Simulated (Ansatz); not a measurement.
Cost and result for the atomization energy of `C=COC(C)F` (13 atoms, 12 bonds).

```csv
atom,x (Å),y (Å),z (Å)
C1,1.889,0.282,-1.143
C2,1.634,0.244,0.157
O3,0.422,0.195,0.770
C4,-0.691,-0.059,-0.013
C5,-1.851,-0.376,0.882
F6,-0.993,1.060,-0.767
H7,2.921,0.292,-1.465
H8,1.120,0.332,-1.901
H9,2.421,0.247,0.902
H10,-0.465,-0.859,-0.729
H11,-2.746,-0.536,0.281
H12,-1.641,-1.277,1.458
H13,-2.021,0.456,1.567
```

Charge 0, multiplicity 1. Geometry: relaxed with PBE0-D4/def2-TZVP. It is one conformer, not always the lowest. Program: Ansatz. All runs use 4 threads of an Arm Neoverse V1 on a shared host. Times are those of one run each, without the atoms' runs, and a repeat can differ threefold. Electronic energies, without spin–orbit coupling; frozen cores. CCSD(T)/CBS adds CCSD(T) − MP2 in def2-TZVPP to the MP2 limit, and its time is that of the two runs behind it. T1 = 0.012.

CCSD(T)/CBS is a level of theory with its own doubt, some kJ/mol a heavy atom from the limit and from the frozen cores, so smaller differences don't rank the functionals.

```tsv
level	functions	wall time
LDA (SPW92)/def2-TZVPP	284	1.7 s
revPBE-D4/def2-TZVPP	284	2.5 s
BLYP-D4/def2-TZVPP	284	2.5 s
PBE-D4/def2-TZVPP (with forces)	284	3.3 s
PBE0-D4/def2-TZVPP	284	3.4 s
BHLYP-D4/def2-TZVPP	284	3.9 s
r2SCAN-D4/def2-TZVPP (with forces)	284	6 s
B2PLYP/def2-TZVPP	284	9 s
B97M-V/def2-TZVPP	284	12 s
CCSD(T)/def2-SVP	119	14 s
MP2/def2-QZVPP	552	35 s
CCSD(T)/def2-TZVPP	284	7.3 min
CCSD(T)/CBS(def2)	–	7.9 min
```

Task: What atomization energy does each give, and how far from CCSD(T)/CBS? (Estimate.)

Result: Ansatz gave: 
| level | atomization (kcal/mol) | difference from CCSD(T)/CBS | per bond |
| --- | --- | --- | --- |
| LDA (SPW92)/def2-TZVPP | 1470.9 | 204.9 | 17.1 |
| revPBE-D4/def2-TZVPP | 1268.5 | 2.5 | 0.2 |
| BLYP-D4/def2-TZVPP | 1268.9 | 2.9 | 0.2 |
| PBE-D4/def2-TZVPP (with forces) | 1303.9 | 37.9 | 3.2 |
| PBE0-D4/def2-TZVPP | 1275.2 | 9.2 | 0.8 |
| BHLYP-D4/def2-TZVPP | 1223.6 | -42.4 | -3.5 |
| r2SCAN-D4/def2-TZVPP (with forces) | 1272.3 | 6.3 | 0.5 |
| B2PLYP/def2-TZVPP | 1255.3 | -10.7 | -0.9 |
| B97M-V/def2-TZVPP | 1267.9 | 1.9 | 0.2 |
| CCSD(T)/def2-SVP | 1213.2 | -52.8 | -4.4 |
| MP2/def2-QZVPP | 1278.7 | 12.7 | 1.1 |
| CCSD(T)/def2-TZVPP | 1235.6 | -30.4 | -2.5 |
| CCSD(T)/CBS(def2) | 1266.0 | 0.0 | 0.0 |

At CCSD(T), def2-SVP lies −52.8 kcal/mol from the extrapolated value and def2-TZVPP −30.4 kcal/mol: correlation converges slowly with the basis, and small sets miss more of it in the bonded molecule than in its fragments. From PBE to PBE0 (25 % exact exchange), in def2-TZVPP and without D4, the atomization energy moves by −27.8 kcal/mol: exact exchange takes away binding that semilocal exchange gives to molecules. The D4 term adds +8.5 kcal/mol with B3LYP and +4.5 kcal/mol with PBE0; it sums over pairs of atoms, weighted by their polarisabilities, and B3LYP, whose exchange is more repulsive, gets the larger term.

B3LYP here is the variant with VWN-RPA as its local correlation; programs differ in this.
